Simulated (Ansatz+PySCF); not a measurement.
The numbers below are computed, except where a source is named.
This PySCF input gave a total energy of -153.46315 hartree.

```python
from pyscf import gto, scf

mol = gto.M(atom="""
C 0.614410 0.720670 0.000000
C -0.614410 0.720670 0.000000
C -0.614410 -0.720670 0.000000
C 0.614410 -0.720670 0.000000
H 1.325560 1.428960 0.000000
H -1.325560 1.428960 0.000000
H -1.325560 -1.428960 0.000000
H 1.325560 -1.428960 0.000000
""", basis='def2-svp', charge=0, spin=0)
mf = scf.RHF(mol)
mf.init_guess = 'minao'
mf.kernel()
while True:  # follow internal instabilities
    mo, _, stable, _ = mf.stability(return_status=True)
    if stable: break
    mf.kernel(mf.make_rdm1(mo, mf.mo_occ))
print(mf.converged, mf.e_tot, mf.spin_square()[0])
```

Write an input for Ansatz with the same method and basis set.

```yaml
crystal:
  periodic: [false, false, false]
  atoms:
    - { symbol: C, position_ang: [0.61441, 0.72067, 0.0] }
    - { symbol: C, position_ang: [-0.61441, 0.72067, 0.0] }
    - { symbol: C, position_ang: [-0.61441, -0.72067, 0.0] }
    - { symbol: C, position_ang: [0.61441, -0.72067, 0.0] }
    - { symbol: H, position_ang: [1.32556, 1.42896, 0.0] }
    - { symbol: H, position_ang: [-1.32556, 1.42896, 0.0] }
    - { symbol: H, position_ang: [-1.32556, -1.42896, 0.0] }
    - { symbol: H, position_ang: [1.32556, -1.42896, 0.0] }
basis:
  gaussian: { orbitals: def2-SVP }
hamiltonian:
  xc: hf
```

Ansatz (development build ahead of 0.2.0) gave -153.46315 hartree, 0.05 meV from the first. Caution: an unrestricted determinant lies well below.
